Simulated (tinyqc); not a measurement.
UHF in the sto-3g basis, for H2O, spin multiplicity 3, step by step. This run ends on a higher stationary point, not on the lowest solution. One step of it, computed by the program tinyqc.

Task: Iteration 1: diagonalisation and new density. Diagonalise F' = X^T F X, C = X C', fill 6 alpha and 4 beta electrons from the bottom; D(s) = C_occ C_occ^T; the new density keeps 0.5 of the old one (damping). Each column has its largest component positive (the first on a tie).

F(alpha) (hartree):
```
             1O 1s      1O 2s     1O 2px     1O 2py     1O 2pz      2H 1s      3H 1s
1O 1s   -24.275872  -5.757548   0.000000   0.000000  -0.009873  -0.578995  -0.578995
1O 2s    -5.757548  -3.942659   0.000000   0.000000  -0.037411  -0.739755  -0.739755
1O 2px    0.000000   0.000000  -1.974165   0.000000   0.000000   0.000000   0.000000
1O 2py    0.000000   0.000000   0.000000  -2.067074   0.000000  -0.341747   0.341747
1O 2pz   -0.009873  -0.037411   0.000000   0.000000  -1.980067  -0.252593  -0.252593
2H 1s    -0.578995  -0.739755   0.000000  -0.341747  -0.252593  -0.380692  -0.158685
3H 1s    -0.578995  -0.739755   0.000000   0.341747  -0.252593  -0.158685  -0.380692
```

F(beta) (hartree):
```
             1O 1s      1O 2s     1O 2px     1O 2py     1O 2pz      2H 1s      3H 1s
1O 1s   -24.196014  -5.708527   0.000000   0.000000  -0.000574  -0.570768  -0.570768
1O 2s    -5.708527  -3.054262   0.000000   0.000000   0.231157  -0.547194  -0.547194
1O 2px    0.000000   0.000000  -1.756428   0.000000   0.000000   0.000000   0.000000
1O 2py    0.000000   0.000000   0.000000  -1.015915   0.000000  -0.223936   0.223936
1O 2pz   -0.000574   0.231157   0.000000   0.000000  -1.693667  -0.178673  -0.178673
2H 1s    -0.570768  -0.547194   0.000000  -0.223936  -0.178673  -0.316716  -0.128181
3H 1s    -0.570768  -0.547194   0.000000   0.223936  -0.178673  -0.128181  -0.316716
```

X:
```
            1O 1s      1O 2s    1O 2px     1O 2py     1O 2pz      2H 1s      3H 1s
1O 1s    1.022906  -0.130159  0.000000   0.000000  -0.004113   0.014458   0.014458
1O 2s   -0.130159   1.085750  0.000000   0.000000   0.035299  -0.148273  -0.148273
1O 2px   0.000000   0.000000  1.000000   0.000000   0.000000   0.000000   0.000000
1O 2py   0.000000   0.000000  0.000000   1.038242   0.000000  -0.120092   0.120092
1O 2pz  -0.004113   0.035299  0.000000   0.000000   1.019521  -0.082337  -0.082337
2H 1s    0.014458  -0.148273  0.000000  -0.120092  -0.082337   1.062135  -0.034108
3H 1s    0.014458  -0.148273  0.000000   0.120092  -0.082337  -0.034108   1.062135
```

D(alpha) at the start:
```
            1O 1s      1O 2s    1O 2px     1O 2py     1O 2pz      2H 1s      3H 1s
1O 1s    0.060823  -0.272470  0.000000   0.000000  -0.015336   0.048057   0.048057
1O 2s   -0.272470   1.240969  0.000000   0.000000   0.099266  -0.318196  -0.318196
1O 2px   0.000000   0.000000  1.000000   0.000000   0.000000   0.000000   0.000000
1O 2py   0.000000   0.000000  0.000000   1.106790   0.000000  -0.256335   0.256335
1O 2pz  -0.015336   0.099266  0.000000   0.000000   1.054244  -0.173883  -0.173883
2H 1s    0.048057  -0.318196  0.000000  -0.256335  -0.173883   1.172688  -0.057905
3H 1s    0.048057  -0.318196  0.000000   0.256335  -0.173883  -0.057905   1.172688
```

D(beta) at the start:
```
            1O 1s      1O 2s    1O 2px     1O 2py     1O 2pz      2H 1s      3H 1s
1O 1s    0.005708  -0.029490  0.000000   0.000000   0.059308   0.023796   0.023796
1O 2s   -0.029490   0.169780  0.000000   0.000000  -0.229804  -0.211240  -0.211240
1O 2px   0.000000   0.000000  1.000000   0.000000   0.000000   0.000000   0.000000
1O 2py   0.000000   0.000000  0.000000   0.039704   0.000000  -0.155075   0.155075
1O 2pz   0.059308  -0.229804  0.000000   0.000000   0.953154  -0.141026  -0.141026
2H 1s    0.023796  -0.211240  0.000000  -0.155075  -0.141026   1.152400  -0.058975
3H 1s    0.023796  -0.211240  0.000000   0.155075  -0.141026  -0.058975   1.152400
```

overlap S:
```
           1O 1s     1O 2s    1O 2px     1O 2py    1O 2pz     2H 1s      3H 1s
1O 1s   1.000000  0.236704  0.000000   0.000000  0.000000  0.023349   0.023349
1O 2s   0.236704  1.000000  0.000000   0.000000  0.000000  0.274974   0.274974
1O 2px  0.000000  0.000000  1.000000   0.000000  0.000000  0.000000   0.000000
1O 2py  0.000000  0.000000  0.000000   1.000000  0.000000  0.208302  -0.208302
1O 2pz  0.000000  0.000000  0.000000   0.000000  1.000000  0.155979   0.155979
2H 1s   0.023349  0.274974  0.000000   0.208302  0.155979  1.000000   0.100604
3H 1s   0.023349  0.274974  0.000000  -0.208302  0.155979  0.100604   1.000000
```

Give: F' = X^T F X; orbital energies; coefficients C; F' = X^T F X; orbital energies; coefficients C; D(alpha) after iteration 1; D(beta) after iteration 1.

Result:

F' = X^T F X (alpha) (hartree):
```
          1        2        3        4        5        6        7
1  -23.9633  -2.5747   0.0000   0.0000  -0.0131  -0.0646  -0.0646
2   -2.5747  -3.0238   0.0000   0.0000  -0.0318  -0.2233  -0.2233
3    0.0000   0.0000  -1.9742   0.0000   0.0000   0.0000   0.0000
4    0.0000   0.0000   0.0000  -2.0642   0.0000  -0.1119   0.1119
5   -0.0131  -0.0318   0.0000   0.0000  -1.9791  -0.0761  -0.0761
6   -0.0646  -0.2233   0.0000  -0.1119  -0.0761  -0.1886  -0.0421
7   -0.0646  -0.2233   0.0000   0.1119  -0.0761  -0.0421  -0.1886
```

orbital energies (alpha) (hartree): MO1 -24.2759, MO2 -2.7505, MO3 -2.0771, MO4 -1.9826, MO5 -1.9742, MO6 -0.1877, MO7 -0.1335

coefficients C (alpha):
```
           MO1      MO2      MO3      MO4     MO5      MO6      MO7
1O 1s   0.9999  -0.2485   0.0000   0.0115  0.0000   0.0450   0.0000
1O 2s   0.0004   1.0603   0.0000  -0.0431  0.0000  -0.3391   0.0000
1O 2px  0.0000   0.0000   0.0000   0.0000  1.0000   0.0000   0.0000
1O 2py  0.0000   0.0000   1.0209   0.0000  0.0000   0.0000  -0.2541
1O 2pz  0.0003   0.0776   0.0000   1.0082  0.0000  -0.1783   0.0000
2H 1s   0.0003  -0.0640  -0.0564  -0.0361  0.0000   0.7430   0.7824
3H 1s   0.0003  -0.0640   0.0564  -0.0361  0.0000   0.7430  -0.7824
```

F' = X^T F X (beta) (hartree):
```
          1        2        3        4        5        6        7
1  -23.8784  -2.6470   0.0000   0.0000  -0.0379  -0.0685  -0.0685
2   -2.6470  -2.0889   0.0000   0.0000   0.2518  -0.1785  -0.1785
3    0.0000   0.0000  -1.7564   0.0000   0.0000   0.0000   0.0000
4    0.0000   0.0000   0.0000  -0.9889   0.0000  -0.1098   0.1098
5   -0.0379   0.2518   0.0000   0.0000  -1.6868  -0.0639  -0.0639
6   -0.0685  -0.1785   0.0000  -0.1098  -0.0639  -0.1775  -0.0396
7   -0.0685  -0.1785   0.0000   0.1098  -0.0639  -0.0396  -0.1775
```

orbital energies (beta) (hartree): MO1 -24.1960, MO2 -1.9966, MO3 -1.7564, MO4 -1.5090, MO5 -1.0163, MO6 -0.1696, MO7 -0.1105

coefficients C (beta):
```
            MO1      MO2     MO3      MO4      MO5      MO6      MO7
1O 1s    1.0003  -0.1921  0.0000  -0.1524   0.0000   0.0556   0.0000
1O 2s   -0.0012   0.8167  0.0000   0.6528   0.0000  -0.3846   0.0000
1O 2px   0.0000   0.0000  1.0000   0.0000   0.0000   0.0000   0.0000
1O 2py   0.0000   0.0000  0.0000   0.0000   0.9928   0.0000  -0.3481
1O 2pz  -0.0001  -0.6132  0.0000   0.7971   0.0000  -0.2073   0.0000
2H 1s    0.0005  -0.0118  0.0000  -0.0333   0.0167   0.7458   0.7842
3H 1s    0.0005  -0.0118  0.0000  -0.0333  -0.0167   0.7458  -0.7842
```

D(alpha) after iteration 1:
```
          1O 1s    1O 2s  1O 2px   1O 2py   1O 2pz    2H 1s    3H 1s
1O 1s    0.5623  -0.2757  0.0000   0.0000  -0.0154   0.0487   0.0487
1O 2s   -0.2757   1.2410  0.0000   0.0000   0.0993  -0.3182  -0.3182
1O 2px   0.0000   0.0000  1.0000   0.0000   0.0000   0.0000   0.0000
1O 2py   0.0000   0.0000  0.0000   1.0745   0.0000  -0.1570   0.1570
1O 2pz  -0.0154   0.0993  0.0000   0.0000   1.0542  -0.1739  -0.1739
2H 1s    0.0487  -0.3182  0.0000  -0.1570  -0.1739   0.8666   0.2482
3H 1s    0.0487  -0.3182  0.0000   0.1570  -0.1739   0.2482   0.8666
```

D(beta) after iteration 1:
```
          1O 1s    1O 2s  1O 2px   1O 2py   1O 2pz    2H 1s    3H 1s
1O 1s    0.5332  -0.1435  0.0000   0.0000   0.0277   0.0158   0.0158
1O 2s   -0.1435   0.6314  0.0000   0.0000  -0.1051  -0.1213  -0.1213
1O 2px   0.0000   0.0000  1.0000   0.0000   0.0000   0.0000   0.0000
1O 2py   0.0000   0.0000  0.0000   0.0199   0.0000  -0.0775   0.0775
1O 2pz   0.0277  -0.1051  0.0000   0.0000   0.9822  -0.0802  -0.0802
2H 1s    0.0158  -0.1213  0.0000  -0.0775  -0.0802   0.5768  -0.0289
3H 1s    0.0158  -0.1213  0.0000   0.0775  -0.0802  -0.0289   0.5768
```
